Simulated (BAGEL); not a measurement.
# SiH2F− (SMILES F[SiH2-]) at B3LYP/6-31G(d) (density fitting with qzvpp-jkfit, spherical functions)

Aim: the energy change on altering one bond length of SiH2F− at B3LYP/6-31G* (density fitting with qzvpp-jkfit, spherical functions), from 2 runs. 

Program for the calculation: BAGEL 1.2.2.

6 further runs of the same task are left out: 6 set aside as unsound or not needed.

**1. The system as given**

SiH2F− has 4 atoms, charge -1, and is taken as a singlet. SMILES: `F[SiH2-]`. The coordinates come from a GFN2-xTB relaxation.

Bond lengths: F1–Si2 1.722 Å, Si2–H3 1.529 Å, Si2–H4 1.529 Å. Angles: F1–Si2–H3 96.1°, F1–Si2–H4 96.1°, H3–Si2–H4 99.3°.

**2. The energy at B3LYP/6-31G(d) (density fitting with qzvpp-jkfit, spherical functions)**

job.json reads:

```json
{ "bagel": [

{
  "title": "molecule",
  "basis": "6-31gs.json",
  "df_basis": "qzvpp-jkfit",
  "angstrom": true,
  "geometry": [
    { "atom": "F", "xyz": [    1.224230,    0.690850,   -0.383870 ] },
    { "atom": "Si", "xyz": [   -0.114010,   -0.391590,   -0.440070 ] },
    { "atom": "H", "xyz": [   -1.185360,    0.658330,   -0.143280 ] },
    { "atom": "H", "xyz": [    0.075140,   -0.957590,    0.967210 ] }
  ]
},
{
  "title": "ks",
  "xc_func": "b3lyp",
  "charge": -1
},
{
  "title": "print",
  "file": "orbitals.molden",
  "orbitals": true
}

]}
```

The basis set 6-31G* is read from a file made from the Basis Set Exchange's data (not shown).

Run with:

```console
$ BAGEL_NUM_THREADS=1 BAGEL job.json > job.out
```

Standard output:

```text
* using 1 threads per process

  ===============================================================
  ===============================================================

  *** Geometry ***

  { "atom" : "F", "xyz" : [      2.313459,      1.305517,     -0.725409 ] },
  { "atom" : "Si", "xyz" : [     -0.215448,     -0.739998,     -0.831612 ] },
  { "atom" : "H", "xyz" : [     -2.240006,      1.244063,     -0.270760 ] },
  { "atom" : "H", "xyz" : [      0.141994,     -1.809583,      1.827762 ] },

  Number of auxiliary basis functions:      241

  Since a DF basis is specified, we compute 2- and 3-index integrals:
    o Being stored without compression. Storage requirement is 0.002 GB

  Number of basis functions:       36
  Number of electrons      :       25

    * METHOD: MOLECULE                             0.04

  *** Kohn-Sham DFT ***

    * Removing 4801 points whose weight is below 1.00e-10
    * Grid points: 54823

  === Nuclear Repulsion ===
    52.5694506302

       - DIIS with orbital gradients will be used.

  === KS iteration (b3lyp / 6-31gs.json) ===
      0       -378.09991394          0.18940488           0.06
      1       -367.50490041          0.15958457           0.05
      2       -370.91281725          0.15397402           0.04
      3       -389.83562925          0.06924275           0.05
      4       -390.04738448          0.06137263           0.04
      5       -390.24313896          0.04869910           0.04
      6       -390.51626375          0.01935490           0.04
      7       -390.55506410          0.00467171           0.04
      8       -390.55722939          0.00052731           0.04
      9       -390.55730501          0.00006312           0.04
     10       -390.55730559          0.00000754           0.04
     11       -390.55730560          0.00000109           0.04
     12       -390.55730560          0.00000039           0.04
     13       -390.55730560          0.00000012           0.04
     14       -390.55730560          0.00000002           0.04
     15       -390.55730560          0.00000001           0.05
    * SCF iteration converged.

    * Permanent dipole moment:
           (   -0.324394,    -0.417879,    -0.241025) a.u.

    * METHOD: KS                                   0.84

    * METHOD: PRINT                                0.00

  ===============================================================
```

Run time: 1 s. Hardware: 1 thread of Arm Neoverse V2, shared host; peak memory 0.13 GiB.

**3. The distorted shape, same level**

input.json reads:

```json
{ "bagel" : [

{
  "title" : "molecule",
  "basis" : "6-31gs.json",
  "df_basis" : "qzvpp-jkfit",
  "angstrom" : true,
  "geometry" : [
    { "atom" : "F", "xyz" : [    1.893357,    1.232076,   -0.355770 ] },
    { "atom" : "Si", "xyz" : [   -0.114010,   -0.391590,   -0.440070 ] },
    { "atom" : "H", "xyz" : [   -1.185360,    0.658330,   -0.143280 ] },
    { "atom" : "H", "xyz" : [    0.075140,   -0.957590,    0.967210 ] }
  ]
},
{
  "title" : "ks",
  "xc_func" : "b3lyp",
  "charge" : -1
},
{
  "title" : "print",
  "file" : "orbitals.molden",
  "orbitals" : true
}

]}
```

The basis set 6-31G* is read from a file made from the Basis Set Exchange's data (not shown).

Run with:

```console
$ BAGEL_NUM_THREADS=1 BAGEL input.json > input.out
```

Standard output:

```text
* using 1 threads per process

  ===============================================================
  ===============================================================

  *** Geometry ***

  { "atom" : "F", "xyz" : [      3.577926,      2.328286,     -0.672308 ] },
  { "atom" : "Si", "xyz" : [     -0.215448,     -0.739998,     -0.831612 ] },
  { "atom" : "H", "xyz" : [     -2.240006,      1.244063,     -0.270760 ] },
  { "atom" : "H", "xyz" : [      0.141994,     -1.809583,      1.827762 ] },

  Number of auxiliary basis functions:      241

  Since a DF basis is specified, we compute 2- and 3-index integrals:
    o Being stored without compression. Storage requirement is 0.002 GB

  Number of basis functions:       36
  Number of electrons      :       25

    * METHOD: MOLECULE                             0.04

  *** Kohn-Sham DFT ***

    * Removing 4059 points whose weight is below 1.00e-10
    * Grid points: 55565

  === Nuclear Repulsion ===
    38.7648079405

       - DIIS with orbital gradients will be used.

  === KS iteration (b3lyp / 6-31gs.json) ===
      0       -380.49701910          0.15940016           0.06
      1       -368.92331424          0.18901893           0.05
      2       -365.12201320          0.15436699           0.04
      3       -376.28550474          0.12635146           0.04
      4       -389.20800380          0.08028545           0.05
      5       -390.19084090          0.03857509           0.05
      6       -390.14881475          0.04462084           0.05
      7       -390.19562276          0.04117956           0.05
      8       -390.38521652          0.02424202           0.05
      9       -390.39286686          0.02661590           0.05
     10       -390.48128906          0.00075860           0.05
     11       -390.48139593          0.00022517           0.05
     12       -390.48140495          0.00004630           0.05
     13       -390.48140523          0.00001250           0.04
     14       -390.48140526          0.00000392           0.05
     15       -390.48140526          0.00000068           0.04
     16       -390.48140526          0.00000034           0.05
     17       -390.48140526          0.00000003           0.04
     18       -390.48140526          0.00000001           0.05
    * SCF iteration converged.

    * Permanent dipole moment:
           (    0.697488,     0.371764,    -0.251673) a.u.

    * METHOD: KS                                   0.98

    * METHOD: PRINT                                0.00

  ===============================================================
```

Wall time 1.1 s (1 thread of Arm Neoverse V2, shared host); peak memory 0.13 GiB.

**4. Outcome**

At B3LYP/6-31G* (density fitting with qzvpp-jkfit, spherical functions):

```
                                                              quantity          value
                                             first shape: total energy  -390.55731 Eh
                                              first shape: HOMO energy        1.19 eV
                                              first shape: LUMO energy        6.12 eV
    first shape: HOMO–LUMO gap (to an unbound level, set by the basis)        4.93 eV
                                         distorted shape: total energy  -390.48141 Eh
                                          distorted shape: HOMO energy       -0.17 eV
                                          distorted shape: LUMO energy        3.73 eV
distorted shape: HOMO–LUMO gap (to an unbound level, set by the basis)        3.90 eV
    energy change with the F1–Si2 bond stretched from 1.722 to 2.583 Å       2.065 eV
```

In words: With the F1–Si2 bond stretched from 1.722 to 2.583 Å the energy rises by 2.07 eV (199 kJ/mol). The first shape isn't relaxed at this level, so the change isn't measured from a minimum. The HOMO (first shape) lies at positive energy, 1.19 eV; only total energies tell whether the electron is bound.
